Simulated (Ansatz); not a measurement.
Reaction: C2H3N (SMILES CC#N) → C2H2N (SMILES [CH2]C#N, doublet) + H (doublet) (the C-H bond breaks)
Each species at its own B3LYP-D3(BJ)/def2-TZVP minimum (Ansatz, a quantum-chemistry and plane-wave program).

Quantity: bond dissociation energy (electronic), in kJ/mol. Open shells are spin-unrestricted; no spin-orbit coupling. CBS(X,Y): correlation extrapolated as X^-3, Hartree-Fock from the larger set (Q,5: extrapolated as (X+1)exp(-9√X)). A bracket is a step between two methods taken in the basis named. The functionals are non-relativistic, so their misses hold any scalar relativity. Double hybrids freeze cores in their MP2 part. 'core' is core correlation in cc-pwCVTZ, 'X2C' scalar relativity in cc-pVTZ-DK, both at CCSD(T). Where a partner has so few electrons that a lower coupled-cluster level is exact, that level stands in. The UHF reference of C2H2N ([CH2]C#N, doublet) is spin-contaminated (<S^2> up to 0.19 over the pure value in the sets run).

CCSD(T)/CBS(cc-pVQZ,cc-pV5Z) + [CCSDT(Q) - CCSD(T)]/cc-pVDZ + core + X2C (Ansatz) gives 435.3 kJ/mol.

How far off this value is PBE/def2-TZVPD (Ansatz), in which direction, and which of these levels come nearer: B3LYP/def2-TZVPD, PBE0/def2-TZVPD, B2PLYP/def2-TZVPD, CCSD(T)/CBS(cc-pVQZ,cc-pV5Z) + core + X2C?

PBE gives 409.7 kJ/mol, 25.6 kJ/mol below it. Differences of the others: B3LYP/def2-TZVPD (Ansatz) -18.2; PBE0/def2-TZVPD (Ansatz) -21.7; B2PLYP/def2-TZVPD (Ansatz) -11.1; CCSD(T)/CBS(cc-pVQZ,cc-pV5Z) + core + X2C (Ansatz) 1.8 kJ/mol. Nearer than PBE: B3LYP/def2-TZVPD, PBE0/def2-TZVPD, B2PLYP/def2-TZVPD, CCSD(T)/CBS(cc-pVQZ,cc-pV5Z) + core + X2C.
